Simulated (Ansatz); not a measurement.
`CC(C)CO` → 4 C• + 10 H• + O•  (atomization)

Isolated molecules relaxed with PBE0-D4/def2-TZVP in Ansatz; ΔE leaves out vibrations. CCSD(T)/CBS is the MP2 limit (def2-TZVPP, def2-QZVPP) plus CCSD(T) − MP2 in def2-TZVPP, frozen cores. This one scheme is used for every species, atoms too. Functionals use def2-TZVPP. No spin–orbit coupling; open shells (•) take unrestricted orbitals. Spin–orbit coupling would lower the free atoms: a little for C, O. One conformer a species, not always the lowest.

```tsv
level	ΔE (kcal/mol)
ωB97M-V	1403.4
PBE0	1400.9
MP2/def2-TZVPP	1385.0
SCS-MP2/def2-QZVPP	1401.4
```

Task: What does CCSD(T)/CBS give? (An estimate is asked.)

Result: Ansatz gave: +1401.1 kcal/mol. The listed levels differ from it by 2.3, -0.2, -16.1, 0.3 kcal/mol.

Largest T1 diagnostic among the species: 0.009.

In def2-TZVPP, CCSD(T) changes the Hartree–Fock value by +327.6 kcal/mol (the triples alone add +16.7 kcal/mol) and MP2 by +341.9 kcal/mol; breaking electron pairs costs correlation energy, which Hartree–Fock lacks. From PBE to PBE0 (25 % exact exchange), in def2-TZVPP and without D4, ΔE moves by −17.8 kcal/mol: exact exchange takes away binding that semilocal exchange gives to molecules. The D4 term adds +9.7 kcal/mol with B3LYP and +5.1 kcal/mol with PBE0; it sums over pairs of atoms, weighted by their polarisabilities, and B3LYP, whose exchange is more repulsive, gets the larger term.

B3LYP here is the variant with VWN-RPA as its local correlation; programs differ in this.

For atomizations the MP2-based limit and the directly extrapolated one differ by several kJ/mol either way, and by 10 to 25 for some Ge, Se and Sn compounds, so smaller differences from it don't rank the levels.
